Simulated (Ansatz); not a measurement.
Born–Oppenheimer molecular dynamics of CH$_{2}$ClF$_{2}$ (6 atoms, charge 0, multiplicity 2). It starts at the highest image of a converged band, a first-order saddle point between two minima.

All numbers below come from UKS BHLYP-D4/def2-SVP (Ansatz 0.2.0).

```yaml
ensemble: NVE (velocity Verlet)
time_step: 0.5 fs
steps_asked: 144
starting_velocities_drawn_for: 100 K
seed: 6252
```

First frame:

```xyz
6
Properties=species:S:1:pos:R:3
H 0.318 0.774 0.215
C -0.238 -0.472 -0.102
F 0.691 -1.364 0.111
F -0.580 -0.426 -1.361
Cl 0.900 2.049 0.557
H -1.090 -0.560 0.579
```

(1) How far do the bonds stretch over the last three quarters of this one trajectory? (Pairs bonded in most of those frames.)

Results:

(1) 
```csv
bond,mean (Å),spread (Å),shortest,longest
H1–C2,1.144,0.084,1.01,1.28
C2–F3,1.325,0.014,1.30,1.35
C2–F4,1.325,0.019,1.30,1.36
C2–H6,1.095,0.006,1.08,1.11
```

Mean temperature of the second half: 395 K. The conserved energy stayed within 0.4 meV per atom of its start (net change -0.23 meV per atom), so the integration is sound. The system heated up, since it started high on the potential surface and ran downhill. A run of 0.072 ps of so small a system gives no equilibrium averages.

Time of the run: 4.4 min on 2 threads of Arm Neoverse V2, with other jobs on the host, peak memory 0.17 GiB.
